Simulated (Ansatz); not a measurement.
Molecule (SMILES): C(=O)=[CH], doublet.
Atoms: C1, C2, H3, O4. Bonds: C1-C2, C1-H3, C2-O4.

Basis-set convergence of the optimised C1-H3 bond length at PBE with Ansatz (an electronic-structure program). Cartesian d functions, on some or all atoms, in 6-31G*, 6-31+G*; all else is spherical. Open shells are unrestricted. No added dispersion term, no relativity. Reference: the value in def2-QZVPPD, 1.0806 Å, itself unsure by roughly 0.0001 Å (its mean distance from pcseg-3, def2-QZVPP, cc-pVQZ). Deviations are taken from unrounded values.

```json
[
 {"basis": "6-31G*", "functions": "47", "optimised C1-H3 bond length (Å)": "1.0849"},
 {"basis": "6-31+G*", "functions": "59", "optimised C1-H3 bond length (Å)": "1.0852"},
 {"basis": "cc-pVDZ", "functions": "47", "optimised C1-H3 bond length (Å)": "1.0939"},
 {"basis": "aug-cc-pVDZ", "functions": "78", "optimised C1-H3 bond length (Å)": "1.0914"},
 {"basis": "def2-SVP", "functions": "47", "optimised C1-H3 bond length (Å)": "1.0912"},
 {"basis": "def2-SVPD", "functions": "71", "optimised C1-H3 bond length (Å)": "1.0908"},
 {"basis": "pcseg-1", "functions": "47", "optimised C1-H3 bond length (Å)": "1.0891"},
 {"basis": "aug-pcseg-1", "functions": "78", "optimised C1-H3 bond length (Å)": "1.0898"},
 {"basis": "6-311G**", "functions": "60", "optimised C1-H3 bond length (Å)": "1.0816"},
 {"basis": "6-311+G**", "functions": "72", "optimised C1-H3 bond length (Å)": "1.0817"},
 {"basis": "def2-TZVP", "functions": "99", "optimised C1-H3 bond length (Å)": "1.0815"},
 {"basis": "def2-TZVPD", "functions": "123", "optimised C1-H3 bond length (Å)": "1.0818"},
 {"basis": "cc-pVTZ", "functions": "104", "optimised C1-H3 bond length (Å)": "1.0808"},
 {"basis": "aug-cc-pVTZ", "functions": "161", "optimised C1-H3 bond length (Å)": "1.0808"},
 {"basis": "pcseg-2", "functions": "104", "optimised C1-H3 bond length (Å)": "1.0800"},
 {"basis": "aug-pcseg-2", "functions": "161", "optimised C1-H3 bond length (Å)": "1.0806"},
 {"basis": "def2-TZVPP", "functions": "107", "optimised C1-H3 bond length (Å)": "1.0810"},
 {"basis": "def2-TZVPPD", "functions": "131", "optimised C1-H3 bond length (Å)": "1.0812"},
 {"basis": "def2-QZVPP", "functions": "201", "optimised C1-H3 bond length (Å)": "1.0804"},
 {"basis": "def2-QZVPPD", "functions": "225", "optimised C1-H3 bond length (Å)": "1.0806"}
]
```

What the diffuse functions change, pair by pair:
- 6-31G* to 6-31+G*: 12 more functions, deviation 0.0043 to 0.0047 Å
- cc-pVDZ to aug-cc-pVDZ: 31 more functions, deviation 0.0133 to 0.0108 Å
- def2-SVP to def2-SVPD: 24 more functions, deviation 0.0106 to 0.0102 Å
- pcseg-1 to aug-pcseg-1: 31 more functions, deviation 0.0086 to 0.0092 Å
- 6-311G** to 6-311+G**: 12 more functions, deviation 0.0010 to 0.0011 Å
- def2-TZVP to def2-TZVPD: 24 more functions, deviation 0.0009 to 0.0013 Å
- cc-pVTZ to aug-cc-pVTZ: 57 more functions, deviation 0.0002 to 0.0002 Å
- pcseg-2 to aug-pcseg-2: 57 more functions, deviation -0.0006 to 0.0000 Å
- def2-TZVPP to def2-TZVPPD: 24 more functions, deviation 0.0004 to 0.0006 Å
- def2-QZVPP to def2-QZVPPD: 24 more functions, deviation -0.0001 to 0.0000 Å

Leaving out the reference's own pair, they bring the value nearer the reference by more than 0.0001 Å in 3 of 9 pairs.
